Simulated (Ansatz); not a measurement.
C3H4S can be A, `C=C=CS`, or B, `CC=C=S`.

Gas-phase electronic energies from Ansatz, PBE0-D4/def2-TZVP geometries. CBS: MP2 limit from def2 TZ/QZ plus the TZ coupled-cluster correction, frozen cores. Functionals use def2-TZVPP. B3LYP here is the variant with VWN-RPA as its local correlation; programs differ in this. Each species was taken in one conformer, which may not be the lowest.

Question: Which isomer does CCSD(T)/CBS put lower? Give the gap. (Estimate.)

Answer: The calculation gave: B, by 56.6 kJ/mol.

Question: Give E(B) − E(A) in kJ/mol with r2SCAN-D4, CCSD(T)/def2-SVP, CCSD/def2-TZVPP, B3LYP, MP2/def2-TZVPP, HF/def2-TZVPP, CCSD(T)/def2-TZVPP. (An estimate is asked.)

Answer: The calculation gave: r2SCAN-D4 -62.3, CCSD(T)/def2-SVP -67.0, CCSD/def2-TZVPP -55.3, B3LYP -57.2, MP2/def2-TZVPP -68.3, HF/def2-TZVPP -50.3, CCSD(T)/def2-TZVPP -59.4. None reverses the order clearly.

Question: Does the order hold for the free energy at 298.15 K (harmonic terms from PBE0-D4)? (Best estimate.)

Answer: The calculation gave: Yes: G(B) − G(A) = -48.5 kJ/mol, for one conformer each.

Largest T1 diagnostic: 0.016.

From BLYP to BHLYP (50 % exact exchange), in def2-TZVPP and without D4, E(B) − E(A) moves by +3.9 kJ/mol. At CCSD(T), def2-SVP lies −10.4 kJ/mol from the extrapolated value and def2-TZVPP −2.7 kJ/mol.
